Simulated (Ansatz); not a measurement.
Z-matrix (Å, degrees):
```
C
C 1 1.494
F 1 1.383 2 109.4
C 1 1.515 2 112.7 3 119.9
S 1 1.822 2 109.9 3 -120.0
C 2 1.324 1 124.4 3 3.3
H 2 1.086 1 114.5 3 -177.0
H 4 1.091 1 108.7 2 -63.6
H 4 1.090 1 110.7 2 56.1
H 4 1.091 1 110.2 2 176.9
H 5 1.342 1 95.7 2 46.6
H 6 1.083 2 121.4 1 -0.2
H 6 1.083 2 120.8 1 179.9
```

Charge 0, multiplicity 1.

List the B3LYP/def2-TZVPP orbital energies in eV (Ansatz). (Best estimate.)

Computed: Occupied: -2418.02, -671.46, -280.16, -277.31, -277.12, -276.96, -216.03, -160.60, -160.51, -160.36, -32.94, -22.80, -20.88, -19.77, -17.30, -15.72, -14.04, -13.62, -13.09, -12.26, -11.32, -11.18, -10.72, -10.42, -9.83, -9.12, -7.73, -7.00. Lowest empty: -0.57, 0.29, 1.24, 1.32, 1.88, 2.39, 2.68, 3.00.

B3LYP here is the variant with VWN-RPA as its local correlation; programs differ in this.
